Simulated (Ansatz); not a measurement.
Process, species as SMILES: C#N (CH-N) → C atom + H atom + N atom
B3LYP-D3(BJ)/def2-TZVP geometries, fixed; electronic energies without zero-point terms.

Core correlation in the atomisation energy at CCSD(T) with Ansatz (a first-principles code), in kcal/mol: frozen core against all electrons. Core-valence sets carry the plain set on hydrogen. Open shells are unrestricted. Costs are rough ratios of core time on shared machines of one kind.

| basis | functions, most | frozen core | all electrons | core term (second minus first) | cost over frozen core |
|---|---|---|---|---|---|
| cc-pVDZ | 33 | 281.97 | 282.96 | 0.99 | - |
| cc-pCVDZ | 41 | 282.66 | 283.60 | 0.95 | - |
| cc-pVTZ | 74 | 300.90 | 306.92 | 6.02 | - |
| cc-pCVTZ | 100 | 301.44 | 302.96 | 1.52 | - |
| cc-pwCVTZ | 100 | 301.92 | 303.59 | 1.67 | - |
| cc-pVQZ | 140 | 307.33 | 310.50 | 3.17 | 1× |
| cc-pwCVQZ | 198 | 307.60 | 309.44 | 1.84 | 1× |
| cc-pCVQZ | 198 | 307.45 | 309.22 | 1.78 | 1× |

The largest core-valence set, cc-pCVQZ, gives a core term of 1.78 kcal/mol; the valence set cc-pVQZ, which lacks functions for the core, gives 3.17.
